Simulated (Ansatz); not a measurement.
We consider zinc-blende HgSe, described by HSE06 (Ansatz, an electronic-structure program, plane waves, PAW).

Settings: plane-wave cutoff 460 eV, 8×8×8 k mesh, Fermi–Dirac smearing 0.01 eV, scalar-relativistic PAW data made under PBE.

Cell (relaxed at this level):

HgSe is taken in the cubic space group F-43m (No. 216), the zinc blende structure, Pearson symbol cF8. Lattice parameters: a = b = c = 6.1788 Å, α = β = γ = 90.00°. Hg on 4a is coordinated by 4 Se at 2.675 Å (tetrahedral). Se on 4d is coordinated by 4 Hg at 2.675 Å (tetrahedral). (Neighbours: up to the widest gap in distance over summed covalent radii, below 1.35, at either atom; cation-cation and far metal-metal contacts left out.)
(The calculation used a cell of 2 atoms; values per cell refer to that cell.)

Q: Predict the bulk modulus B0 and pressure derivative B′ of the bulk modulus.

A: 
* **bulk modulus B0**: 50.5 GPa
* **pressure derivative B′ of the bulk modulus**: 5.0

The run finds no gap.

Measured, for comparison: bulk modulus 50 GPa (temperature not stated, no zero-point or thermal correction, our sources range from 48.5 to 51.6; as tabulated in Toher et al. (2017), arXiv:1611.05714). Computed (rounded) less measured: bulk modulus +1 % (inside the range of the sources held).

Spin–orbit coupling is not included; it can open a gap where bands touch, and shift volumes and moduli.
